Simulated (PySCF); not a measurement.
**Working out the electron affinity of Si**

Si⁻ [Ne] 3s2 3p3 (4S) → Si [Ne] 3s2 3p2 (3P). Computed with PySCF 2.14 in aug-cc-pwCVDZ (6s5p3d, 36 functions), with the non-relativistic Hamiltonian (point nucleus). Frozen: [Ne]. Energies in hartree (1 hartree = 27.21139 eV):

```tsv
part	Si⁻ (lower)	Si (upper)
UHF	-288.882853	-288.851177
CCSD correlation	-0.081906	-0.067419
(T)	-0.002537	-0.001374
```

Question: What does Hartree-Fock give?

Answer: (-288.851177) − (-288.882853) = 0.031676 hartree = 0.862 eV.

Question: What do CCSD and CCSD(T) give?

Answer: The CCSD correlation energies differ by 0.014487 hartree = 0.394 eV and the triples by 0.001163 hartree = 0.032 eV, so CCSD gives 1.256 eV and CCSD(T) 1.288 eV.

A first-order spin-orbit estimate adds -0.016 eV to CCSD(T) (valence), giving 1.272 eV against 1.390 eV (measured; photodetachment measurements, as compiled on the Wikipedia data page of electron affinities).

A double-zeta basis recovers only part of the correlation energy.

What remains against the reference includes basis incompleteness, the frozen core and higher excitations.
